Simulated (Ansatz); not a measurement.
One change: `[NH2][AlH2]` becomes `[NH2][AlH][NH2]`.

Ansatz, PBE0-D4/def2-TZVP geometries, multiplicity 1. Each molecule was computed in one conformer, which needn't be the lowest.

```
                                      property  `[NH2][AlH2]`
zero-point energy (PBE0-D4/def2-TZVP) / kJ/mol          101.9
            LUMO energy (PBE0/def2-TZVPP) / eV          -0.64
         LUMO energy (ωB97M-V/def2-TZVPP) / eV           0.96
           HOMO energy (B3LYP/def2-TZVPP) / eV          -7.33
         HOMO–LUMO gap (B3LYP/def2-TZVPP) / eV           6.48
            HOMO energy (PBE0/def2-TZVPP) / eV          -7.58
```

Task: Give the same properties after the change, and the shifts. (Estimate.)

Result: Computed: 
```
                                      property  `[NH2][AlH][NH2]`  shift
zero-point energy (PBE0-D4/def2-TZVP) / kJ/mol              151.8   49.9
            LUMO energy (PBE0/def2-TZVPP) / eV               0.48   1.12
         LUMO energy (ωB97M-V/def2-TZVPP) / eV               1.93   0.97
           HOMO energy (B3LYP/def2-TZVPP) / eV              -6.68   0.65
         HOMO–LUMO gap (B3LYP/def2-TZVPP) / eV               6.85   0.37
            HOMO energy (PBE0/def2-TZVPP) / eV              -6.93   0.65
```

With PBE0 the HOMO rises by 0.65 eV and the LUMO rises by 1.12 eV, so the gap widens by about 0.47 eV. PBE moves the HOMO by 0.71 eV and ωB97M-V by 0.67 eV. The zero-point energy changes by 49.9 kJ/mol with +6 modes.

B3LYP here is the variant with VWN-RPA as its local correlation; programs differ in this.
